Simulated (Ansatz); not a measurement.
Frontier orbitals of `[AlH2][CH2][AlH2]`.

```csv
atom,x (Å),y (Å),z (Å)
Al1,-1.078,-0.298,-1.263
C2,-0.370,0.485,0.360
Al3,1.373,-0.090,0.976
H4,-0.764,0.368,-2.671
H5,-1.949,-1.624,-1.193
H6,-0.311,1.568,0.196
H7,-1.084,0.262,1.163
H8,2.681,0.663,0.479
H9,1.502,-1.335,1.954
```

Charge 0, multiplicity 1. The structure was optimised at the PBE0-D4/def2-TZVP level. Basis def2-TZVPP, the Gaussian-basis code of Ansatz.

Orbital energies of one run (eV). Highest occupied ones, from the top: -7.09, -7.47, -7.53, -8.08, -10.29, -10.33, -10.69, -17.88, -71.68, -71.69, -71.71, -71.71, -71.94, -71.94. Empty: -2.45, -1.46, -0.53, 0.40, 1.04, 1.22.

(1) Which functional gave them?
A. LC-ωPBE
B. B97M-V
C. r2SCAN0
D. BHLYP

Answers

(1) B. HOMO energies: B97M-V -7.09, BHLYP -8.94, LC-ωPBE -10.58, r2SCAN0 -8.05 eV.

LC-ωPBE has ω = 0.4 bohr⁻¹.
